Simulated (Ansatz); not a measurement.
We consider fcc Ir, described by rVV10 in Ansatz (PAW).

Settings: plane-wave cutoff 520 eV, 24×24×24 k mesh, Fermi–Dirac smearing 0.05 eV, no spin polarisation, scalar-relativistic PAW data made under PBE.

Cell (relaxed at this level):

Space group Fm-3m (No. 225); a = 3.9079 Å, b = 3.9079 Å, c = 3.9079 Å, α = 90.00°, β = 90.00°, γ = 90.00°

```
atom  site  symmetry       x       y       z
----  ----  --------  ------  ------  ------
Ir      4a      m-3m  0.0000  0.0000  0.0000
```
(The calculation used a cell of 1 atom; values per cell refer to that cell.)

Task: Estimate the bulk modulus B0 and pressure derivative B′ of the bulk modulus that the calculation returns.

Result: 
- bulk modulus B0: 324 GPa
- pressure derivative B′ of the bulk modulus: 5.1

The run finds no gap.

Measured, for comparison: bulk modulus 365 GPa (corrected for temperature and zero-point phonon effects; as tabulated in Levämäki et al. (2014), arXiv:1402.3671). Computed (rounded) less measured: bulk modulus -11 %.

Spin–orbit coupling is not included.

Computing time: about 50 core-seconds (a rough figure).

Ansatz is a first-principles code.
